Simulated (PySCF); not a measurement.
Bicyclo[2.1.0]pent-2-ene, C5H6.
Atom-mapped SMILES: `[CH:1]1=[CH:2][C@@H:3]2[CH2:4][C@H:5]12` (hydrogens: H6 on C1; H7 on C2; H8 on C3; H9, H10 on C4; H11 on C5)

Theory: core-valence-separated Tamm–Dancoff BHandHLYP/aug-pcX-1 (pcseg-1 on H) in PySCF, non-relativistic, gas phase, PBE0-D3(BJ)/def2-SVP geometry. Absolute energies from this functional tend to lie a few eV below measured edges; no shift was applied.

(1) What does the C 1s absorption edge look like?

## Answers

(1) 
| E (eV) | f | core hole on | main final orbital |
| --- | --- | --- | --- |
| 282.62 | 0.1165 | C1/C2 | LUMO+1 (2 roots, f summed) |
| 284.96 | 0.0398 | C4 | LUMO+1 (73 %) |
| 285.13 | 0.0271 | C3/C5 | LUMO+1 (2 roots, f summed) |
| 286.06 | 0.0415 | C3/C5 | LUMO (2 roots, f summed) |
| 286.07 | 0.0158 | C1/C2 | LUMO (2 roots, f summed) |
| 286.09 | 0.0116 | C4 | LUMO (59 %) |
| 286.50 | 0.0216 | C4 | LUMO+3 (40 %) |
| 286.82 | 0.0157 | C3/C5 | LUMO+2 (2 roots, f summed) |
| 286.90 | 0.0085 | C1/C2 | LUMO+3 (2 roots, f summed) |
| 287.03 | 0.0000 | C4 | LUMO+2 (66 %) |
| 287.05 | 0.0031 | C1/C2 | LUMO+4 (2 roots, f summed) |
| 287.08 | 0.0092 | C3/C5 | LUMO+4 (2 roots, f summed) |
| 287.22 | 0.0027 | C1/C2 | LUMO (2 roots, f summed) |

The first line with a tenth or more of the strongest one's intensity is at 282.62 eV (f = 0.117, sum of 2), with the hole on C1/C2 (alkene CH carbon). It is also the strongest listed.

Roots within 0.03 eV whose holes lie on the same, on equivalent or on shared atoms are summed into one line, and the highest roots are left out, as the search may have cut off their partners. Final orbitals are the ground state's empty Kohn–Sham orbitals.

**Question.** What are the wavelength and the wavenumber of the 282.62 eV line?

**Answer.** λ = 12398.42 eV Å/282.62 eV = 43.870 Å; 2.2795 × 10⁶ cm⁻¹.

The list ends where the root search ended, not at a threshold.

Hardware: one thread, Intel Xeon Platinum 8488C (x86_64), no GPU, shared host with 192 logical CPUs at a one-minute load of 29. Cost: 9.7 s, 0.75 GiB resident at most.
